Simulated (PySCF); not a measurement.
dimethylamine cation (C2H7N), SMILES CNC (connectivity only; charge and spin as stated), charge +1, multiplicity 2.

Geometry: B3LYP-D3(BJ)/def2-TZVP. The spin state was assumed, not searched.

The numbers are results of PBE/def2-TZVPD in PySCF, not measurements.

| Property | Value |
|---|---|
| total energy | -134.73141 hartree |
| point group | C2 |
| α spin, highest occupied and lowest empty level | -12.98 and -5.51 eV |
| β spin, highest occupied and lowest empty level | -15.62 and -11.25 eV |
| dipole moment about the centre of nuclear charge | 0.92 D |
| mean static polarisability | 34.1 bohr³ (5.05 Å³) |
| polarisability, principal values | 26.8, 29.3, 46.2 bohr³ |
| ⟨S²⟩ | 0.753 (pure state 0.75) |
